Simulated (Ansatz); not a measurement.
in.yaml

```yaml
crystal:
  periodic: [false, false, false]
  atoms:
    - {symbol: Si, position_ang: [-1.571432, -0.008153, -0.006041]}
    - {symbol: Ge, position_ang: [0.642994, 0.008221, 0.004055]}
    - {symbol: H, position_ang: [-2.176479, 1.361935, -0.000511]}
    - {symbol: H, position_ang: [-2.085565, -0.788675, 1.223869]}
    - {symbol: H, position_ang: [-2.190157, -0.804707, -1.296727]}
    - {symbol: H, position_ang: [1.379965, -1.515851, -0.072019]}
    - {symbol: H, position_ang: [1.235423, 0.611854, 1.207318]}
    - {symbol: H, position_ang: [1.284472, 0.770177, -1.185830]}
basis:
  gaussian: {orbitals: "6-31G*"}
magnetization: {spin_polarized: false}
correlation: {method: mp2, electrons: outside_noble_gas}
output: {forces: true}
```

```sh
$ ansatz run in.yaml --threads 1 --pin off --events-out ev --progress --plain --max-ram 2393MiB
```

Log:

```
667 factors; integrals over basis functions are off by at most 7.7e-4 eV
mean field evaluation 1: about -64420.4163 eV, gradient 1.2e1 eV
mean field evaluation 2: about -64420.4470 eV, gradient 1.2e1 eV
mean field evaluation 4: about -64421.2975 eV, gradient 2.0e0 eV
mean field evaluation 8: about -64421.3038 eV, gradient 2.9e-4 eV
mean field -64421.30382191 eV, -2367.4392491272 hartree, gradient 3.4e-6 eV, S^2 0.000000; 0 other end points of the search recorded, 0 dependent functions left out
19 core orbitals not correlated: weight in the atoms' cores, before any rotation towards them, 0.999 or more for the frozen orbitals, at most 0.000 for the correlated occupied ones
reference -64421.30382191 eV, -2367.4392491272 hartree; 7, 7 occupied and 40, 40 virtual orbitals, 667 factors
second order -4.47389237 eV of doubles, -0.00000000 eV of singles
the calculation of the forces begins
Total energy: -64425.77771428 eV, -2367.6036616393 hartree
Atom 0 at    -1.571432    -0.008153    -0.006041 Å, force    -4.016746    -1.597460    -0.834163 eV/Å
Atom 1 at     0.642994     0.008221     0.004055 Å, force     3.343119    -2.079494    -1.432083 eV/Å
Atom 2 at    -2.176479     1.361935    -0.000511 Å, force     0.193591    -0.181890     0.029260 eV/Å
Atom 3 at    -2.085565    -0.788675     1.223869 Å, force     0.336320     0.573972    -0.720346 eV/Å
Atom 4 at    -2.190157    -0.804707    -1.296727 Å, force     0.894771     1.055270     1.568671 eV/Å
Atom 5 at     1.379965    -1.515851    -0.072019 Å, force    -1.025774     1.501612     0.067699 eV/Å
Atom 6 at     1.235423     0.611854     1.207318 Å, force     0.450510     0.698809     1.383971 eV/Å
Atom 7 at     1.284472     0.770177    -1.185830 Å, force    -0.175790     0.029181    -0.063008 eV/Å
Dipole moment:    -0.035448     0.101656     0.044999 e Å
```

Forces (eV/Å):
```
Si  -4.017 -1.597 -0.834
Ge   3.343 -2.079 -1.432
H    0.194 -0.182  0.029
H    0.336  0.574 -0.720
H    0.895  1.055  1.569
H   -1.026  1.502  0.068
H    0.451  0.699  1.384
H   -0.176  0.029 -0.063
```

Ran on 1 thread of Arm Neoverse V2, shared host: 1.8 s wall, 0.12 GiB peak host memory.
